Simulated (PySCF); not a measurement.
`C/C=C(/F)CO`, C4H7FO

Geometry:
| atom | x (Å) | y (Å) | z (Å) |
| --- | --- | --- | --- |
| C1 | -1.737 | -0.572 | -0.516 |
| C2 | -1.058 | 0.569 | 0.158 |
| C3 | 0.252 | 0.706 | 0.287 |
| F4 | 0.733 | 1.820 | 0.909 |
| C5 | 1.355 | -0.218 | -0.157 |
| O6 | 1.115 | -1.574 | 0.138 |
| H7 | -2.313 | -0.203 | -1.364 |
| H8 | -2.434 | -1.048 | 0.172 |
| H9 | -1.022 | -1.310 | -0.863 |
| H10 | -1.693 | 1.346 | 0.562 |
| H11 | 1.472 | -0.174 | -1.245 |
| H12 | 2.292 | 0.127 | 0.304 |
| H13 | 0.992 | -1.673 | 1.089 |

Theory: GIAO KT3/pcSseg-1 magnetisability, rotational g tensor and spin-rotation constants, non-relativistic, gas phase (PySCF 2.14.0). Geometry: GFN2-xTB, dihedral held. The dihedral F4–C3–C5–O6 is held at 135°.

Give the nuclear spin-rotation constants along the inertial axes (H = +C I·J) beside the isotropic shieldings.

Rotational constants 3.7721, 3.4563, 1.9344 GHz. A star marks the isotopologue with that one atom substituted, in its own axes.
| atom | isotope | Caa (kHz) | Cbb (kHz) | Ccc (kHz) | mean (kHz) | σ (ppm) |
| --- | --- | --- | --- | --- | --- | --- |
| F4 | 19F | 4.422 | 5.233 | 2.110 | 3.921 | 253.4 |
| H7 | 1H | -0.359 | -0.183 | -0.076 | -0.206 | 30.1 |
| H8 | 1H | -0.284 | -0.328 | -0.031 | -0.214 | 30.0 |
| H9 | 1H | -0.286 | 0.027 | -0.187 | -0.149 | 29.0 |
| H10 | 1H | -0.299 | 0.195 | -0.194 | -0.099 | 26.4 |
| H11 | 1H | -0.347 | -0.334 | 0.110 | -0.190 | 26.8 |
| H12 | 1H | -0.018 | -0.127 | -0.182 | -0.109 | 27.2 |
| H13 | 1H | -0.518 | -0.439 | 0.025 | -0.311 | 31.4 |
| C1 | 13C* | 0.523 | 0.518 | 0.242 | 0.428 | 171.0 |
| C2 | 13C* | 1.350 | 1.083 | 0.311 | 0.915 | 80.3 |
| C3 | 13C* | 1.655 | 1.263 | 0.541 | 1.153 | 25.0 |
| C5 | 13C* | 0.752 | 0.766 | 0.456 | 0.658 | 117.6 |
| O6 | 17O* | -0.486 | -0.331 | -0.132 | -0.316 | 277.5 |

For the geometry as given, no vibrational averaging.
